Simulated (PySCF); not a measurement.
Structure problem from calculated spectra and properties.

Formula: C2H3N2P.

| Property | Result |
| --- | --- |
| XPS | P2p3/2 136.1, C1s 291.0, C1s 291.4, N1s 405.6, N1s 407.5, P1s 2149.6 eV [ΔSCF SCAN, pcX-2 on the ionised atom, pcseg-1 elsewhere, spin-free X2C, 2p3/2 from a spin–orbit splitting computed afterwards within the 2p shell] |
| Polarisability | 58.8 au [CAM-B3LYP/def2-SVPD] |
| Dipole | 2.35 D [CAM-B3LYP/def2-SVPD] |
| UV, first state | lowest singlet excitation: 5.75 eV (216 nm, f = 0.110) [TDDFT CAM-B3LYP/def2-SVPD] |
| Triplet | lowest triplet excitation (Tamm–Dancoff): 3.78 eV [TDA CAM-B3LYP/def2-SVPD] |
| Valence photoelectron | vertical ionisation energy: 9.20 eV [ΔSCF CAM-B3LYP/def2-SVPD] |
| 13C NMR | chemical shifts (computed TMS as zero) by class: 168.9 (1 C), 160.8 (1 C) ppm [GIAO PBE0/pcSseg-1] |
| 1H NMR | chemical shifts (computed TMS as zero) by class: 10.14 (1 H), 8.76 (1 H), 8.60 (1 H) ppm [GIAO PBE0/pcSseg-1] |
| Rotational structure | rotational constants A, B, C: 8.734, 5.193, 3.257 GHz [PBE0-D3(BJ)/def2-SVP] |

Electronic properties: PySCF, gas phase, density fitting. Levels stand in brackets. Isolated species at its PBE0-D3(BJ)/def2-SVP geometry, gas phase. NMR values are class means; diastereotopic atoms form classes of their own.

Question: What is the compound? Reason from the data.

Answer: Numbering: `[cH:1]1[n:2][nH:3][cH:4][p:5]1`. 2 carbons fall into 2 classes; from least to most shielded: aromatic CH next to a ring nitrogen [C1] (168.9 ppm), aromatic CH next to a ring nitrogen [C4] (160.8 ppm). Hydrogen classes from least to most shielded: 1 H on a pyrrole-type nitrogen, N3 (10.14 ppm), 1 H on an aromatic CH next to a ring nitrogen, C1 (8.76 ppm), 1 H on an aromatic CH next to a ring nitrogen, C4 (8.60 ppm). The core levels belong to: P2p3/2 136.1 eV, phosphorus bonded to 2 C [P5]; C1s 291.0 eV, aromatic CH next to a ring nitrogen [C1]; C1s 291.4 eV, aromatic CH next to a ring nitrogen [C4]; N1s 405.6 eV, pyridine-type nitrogen [N2]; N1s 407.5 eV, pyrrole-type nitrogen [N3]; P1s 2149.6 eV, phosphorus bonded to 2 C [P5]. The first electron is taken from the HOMO, whose largest Löwdin shares are 0.40 on the phosphorus bonded to 2 C, 0.22 on an aromatic CH next to a ring nitrogen, 0.13 on an aromatic CH next to a ring nitrogen and 0.12 on the pyrrole-type nitrogen. The optimised geometry has point group Cs and is an asymmetric top. Structure: `C1=NNC=P1`. The assignments are read from this structure; whether some other isomer fits the data as well wasn't checked.
